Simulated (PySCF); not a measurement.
Molecule: SMILES FC(Cl)(Cl)Cl, CCl₃F.

Bonds (- single, = double, # triple, : aromatic): F1-C2 1.326 Å, C2-Cl3 1.766 Å, C2-Cl4 1.767 Å, C2-Cl5 1.767 Å.

Geometry PBE0-D3(BJ)/def2-SVP throughout; GIAO in PySCF 2.14.0 with density-fitted response routines, gas phase, one conformer, non-relativistic; equivalent atoms averaged; basis pcSseg-2.

**Question.** How do the absolute shieldings σ depend on the functional? (ppm; last column core-seconds on shared hosts with different chips, so compare them loosely)

**Answer.** 
```tsv
functional	kind	F1	C2	Cl3/Cl4/Cl5	core-s
HF	Hartree–Fock	245.3	66.3	500.9	7.7
LDA	LDA	138.2	21.2	318.4	15
PBE	GGA	142.9	24.5	353.3	12
BLYP	GGA	143.1	16.7	326.5	17
BP86	GGA	143.9	24.0	345.9	17
OPBE	GGA	155.1	36.9	409.6	18
KT2	GGA	136.3	33.3	369.3	18
KT3	GGA	146.9	33.7	390.1	18
B97-D	GGA	154.2	26.3	361.3	17
B3LYP	global hybrid	169.7	26.6	366.5	12
PBE0	global hybrid	175.8	36.1	401.9	13
mPW1PW91	global hybrid	177.2	34.9	398.6	13
WP04	global hybrid	177.3	12.0	343.6	16
B97-2	global hybrid	177.4	36.2	405.7	17
BHandHLYP	global hybrid	202.0	41.3	417.9	16
CAM-B3LYP	range-separated hybrid	186.0	33.6	384.6	22
wB97X-D	range-separated hybrid	186.4	37.3	400.5	19
LC-wPBE	range-separated hybrid	203.6	44.3	428.7	23
```

**Question.** Which nucleus moves most, in ppm?

**Answer.** Cl3/Cl4/Cl5 (chlorine bonded to C): from 318.4 ppm with LDA to 500.9 ppm with HF. The smallest spread is 54.3 ppm, at C2.
